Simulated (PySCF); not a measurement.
## Cost of excited-state runs on `N/C=C\C=O`, C3H5NO

Cartesian coordinates in Å; atom numbers follow the order of the lines, from 1:
```xyz
10

N    -1.3723   -0.4838    0.3039
C    -0.7417    0.6593    0.0341
C     0.5993    0.7236   -0.2121
C     1.4204   -0.4423   -0.1892
O     1.0378   -1.5842    0.0425
H    -2.3560   -0.5251    0.4947
H    -0.7804   -1.3136    0.3232
H    -1.3460    1.5596    0.0125
H     1.0579    1.6728   -0.4290
H     2.4900   -0.2617   -0.4029
```

PySCF with density fitting, on 1 thread of an Arm Neoverse V1, shared host. Command: `OMP_NUM_THREADS=1 python excited_run.py task.json out`

**Question.** How long does each of these runs take, and how much memory?
- vibronic structure, CAM-B3LYP/6-31G; full response; 77 K; 3 bright states
- vibronic structure, CAM-B3LYP/6-31G*; full response; writes grids
- vibronic structure, LC-wPBE/pcseg-0; full response; 2 states

**Answer.** 
```csv
run,level,basis functions,wall time,peak memory (GiB)
vibronic structure,CAM-B3LYP/6-31G,55,7.3 s,0.47
vibronic structure,CAM-B3LYP/6-31G*,80,12 s,0.47
vibronic structure,LC-wPBE/pcseg-0,55,6.6 s,0.47
```
Times from a shared host are rough.
